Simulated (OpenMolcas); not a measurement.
# Potential curves of SF⁺: spin–orbit levels

Calculated with OpenMolcas 26.06: state-averaged CASSCF(8,6) over S 3p, F 2p, XMS-CASPT2 (IPEA 0.25, imaginary shift 0.2 hartree), scalar X2C, ANO-RCC-VTZP, then RASSI spin–orbit state interaction with atomic mean-field integrals. C2 symmetry about the axis (a holds Σ, Δ, Γ; b holds Π, Φ, H; Σ⁺ and Σ⁻ are not told apart); roots by multiplicity and irrep: 3a 4, 1a 4, 3b 2.

XMS-CASPT2 energies with spin–orbit state interaction in eV from the lowest point. Curves are followed by energy order within each symmetry, so they are adiabatic and may change character at avoided crossings; for Ω = 0 the + and − levels are counted together.

```json
{"R (Å)": "1.476", "(1)Ω=0": "0.014", "(1)Ω=1": "0.015", "(1)Ω=2": "1.086", "(5)Ω=0": "7.708", "(1)Ω=3": "8.171", "(6)Ω=0": "8.334"}
{"R (Å)": "1.546", "(1)Ω=0": "0.000", "(1)Ω=1": "0.001", "(1)Ω=2": "1.068", "(5)Ω=0": "6.735", "(1)Ω=3": "7.163", "(6)Ω=0": "7.317"}
{"R (Å)": "1.623", "(1)Ω=0": "0.189", "(1)Ω=1": "0.190", "(1)Ω=2": "1.256", "(5)Ω=0": "5.998", "(1)Ω=3": "6.404", "(6)Ω=0": "6.538"}
{"R (Å)": "1.701", "(1)Ω=0": "0.506", "(1)Ω=1": "0.507", "(1)Ω=2": "1.586", "(5)Ω=0": "5.531", "(1)Ω=3": "5.893", "(6)Ω=0": "6.023"}
{"R (Å)": "1.809", "(1)Ω=0": "1.008", "(1)Ω=1": "1.009", "(1)Ω=2": "2.147", "(5)Ω=0": "5.167", "(1)Ω=3": "5.484", "(6)Ω=0": "5.592"}
{"R (Å)": "1.948", "(1)Ω=0": "1.674", "(1)Ω=1": "1.675", "(1)Ω=2": "2.907", "(5)Ω=0": "5.006", "(1)Ω=3": "5.242", "(6)Ω=0": "5.340"}
{"R (Å)": "2.164", "(1)Ω=0": "2.547", "(1)Ω=1": "2.548", "(1)Ω=2": "3.881", "(5)Ω=0": "5.076", "(1)Ω=3": "5.223", "(6)Ω=0": "5.314"}
```

Left out for impure symmetry, kinks or missing points, though low: (2)Ω=0, (3)Ω=0, (2)Ω=2, (2)Ω=1, (3)Ω=1, (4)Ω=0, (3)Ω=2, (4)Ω=1. Only roots inside an energy window near the equilibrium distance were included, so the list of states is not complete; labels number the states computed. Each spin and symmetry block has orbitals of its own, averaged over its own roots, so gaps between blocks are less sure than gaps within one and near the minimum can be off by tenths of an eV, in bad cases by more. No Rydberg orbitals are active, so Rydberg states, and σ→σ* states whose orbital the CASSCF left unused, can be missing between those listed. CASPT2 splits the two components of degenerate states numerically, here by up to 62 cm⁻¹. No roots were computed in block 1b (none fell in the window or the block failed), so states of that kind are missing and can lie low or lowest. Points that failed a check (symmetry, reference weights, a jump) are left out.
